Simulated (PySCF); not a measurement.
```xyz
2

S     0.0000    0.0000    0.9601
S     0.0000    0.0000   -0.9601
```

Basis set: cc-pV(T+d)Z (spherical functions). Left uncorrelated: 10 orbitals. Charge 2, multiplicity 1.

Starred EOM-CCSD(T)(a) on the restricted Hartree–Fock determinant with PySCF 2.14.0; the energies are vertical.

Q: The solver was asked for the few lowest roots only. Give the electron affinities of singlet S₂(2+) among them whose weight of singles is over 0.7 (positive where the electron binds).

A:

```tsv
root	energy (eV)	weight of singles
1	17.08	0.97
2	17.08	0.97
3	12.32	0.96
```

Higher main lines weren't sought.
